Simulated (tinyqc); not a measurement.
Orbital energy against energy difference: ionisation energy by orbital energies and by energy differences in the 6-31g basis, for H2O, spin multiplicity 1. Computed by the program tinyqc with PySCF. The cation is unrestricted; errors are against CCSD(T) in this basis, not against experiment.

Geometry (angstrom):

| atom | x | y | z |
|---|---|---|---|
| O | 0.0000 | 0.0000 | 0.0000 |
| H | 0.0000 | 0.7770 | 0.5050 |
| H | 0.0000 | -0.7770 | 0.5050 |

CCSD(T) difference in the same basis = 11.9002 eV

IP-EOM-CCSD = 11.6659 eV

First vertical ionisation energy (eV):

| method | -e(HOMO) | E(cation) - E | error of -e(HOMO) | error of the difference |
|---|---|---|---|---|
| HF | 13.571 | 11.00290 | 1.671 | -0.897 |
| LDA | 6.250 | 12.75446 | -5.650 | 0.854 |
| B3LYP | 7.914 | 12.48406 | -3.986 | 0.584 |
| PBE0 | 8.284 | 12.37188 | -3.616 | 0.472 |
| CAM-B3LYP | 9.808 | 12.47661 | -2.092 | 0.576 |
| LC-wPBE | 11.260 | 12.52003 | -0.640 | 0.620 |

Estimate the missing row, method = PBE.

Computed row:
```
method  -e(HOMO)  E(cation) - E  error of -e(HOMO)  error of the difference
PBE        6.170       12.43026             -5.731                    0.530
```

Koopmans errs by +1.67 eV and Delta-HF by -0.90 eV: relaxation, 2.57 eV, lowers the value and the missing correlation difference works against it. The PBE level is off by -5.7 eV through the wrong tail of its potential, though its energy difference is off by +0.53 eV; exact exchange deepens the level, and among the orbital energies LC-wPBE comes closest; among the differences PBE0 does.
